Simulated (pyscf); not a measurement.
## Four-centre exchange: H₂P–PH₂ + H₂ → PH₃ + PH₃

Gas phase, singlet surface, charge 0. Bonds broken: P1–P2, H7–H8. Bonds formed: P1–H7, P2–H8. Optimised with ωB97X-D3(BJ)/def2-SVP in PySCF.

Transition state (Å):

```xyz
8

P     -0.2211    -1.8367     0.8192
P      0.8112     0.5531     0.1314
H     -1.1727    -2.0136     1.8754
H     -1.2331    -1.6803    -0.1676
H      1.9662     1.1682    -0.5212
H      1.5553     0.3298     1.3173
H     -0.6635    -0.1813     1.5556
H     -0.4783     0.7069     1.3707
```

One imaginary mode, 1477i cm⁻¹; descent along it reached the two sides named.

```csv
bond,change,reactant side (Å),saddle,product side
P1–P2,breaks,2.228,2.7,3.4
H7–H8,breaks,0.761,0.926,3.3
P1–H7,forms,4.1,1.865,1.425
P2–H8,forms,3.0,1.795,1.423
```

Electronic energies relative to the separated reactants (eV):

```csv
level,barrier,reaction energy,reverse barrier
ωB97X-D3(BJ)/def2-TZVP,3.29,-0.11,3.40
PBE/def2-TZVP,2.58,-0.15,2.73
r²SCAN/def2-TZVP,2.82,-0.16,2.98
B3LYP-D3(BJ)/def2-TZVP,2.89,-0.19,3.08
PBE0-D3(BJ)/def2-TZVP,2.87,-0.16,3.02
M06-2X/def2-TZVP,3.14,-0.17,3.31
ωB97M-D3(BJ)/def2-TZVP,3.09,-0.25,3.34
HF/def2-TZVP,4.05,-0.49,4.53
```

With ωB97M-D3(BJ)/def2-TZVP energies and thermal terms (ideal gas, 1 atm, RRHO with modes under 100 cm⁻¹ raised to 100, one conformer, R ln 2 for chiral ones without a mode under 150 cm⁻¹), in eV:

```csv
T (K),ΔH‡,ΔG‡,ΔH,ΔG
298,3.08,3.42,-0.19,-0.24
600,3.05,3.77,-0.24,-0.28
900,3.04,4.14,-0.28,-0.29
1200,3.06,4.50,-0.31,-0.29
```

The same reactants have a lower exit, to PH₂• + PH₂• + H₂ (no saddle counted: cutting one bond costs +2.70 eV at ωB97M-D3(BJ)/def2-TZVP, against +3.09 eV here). This is the saddle that the search found; another between the same sides may lie lower.
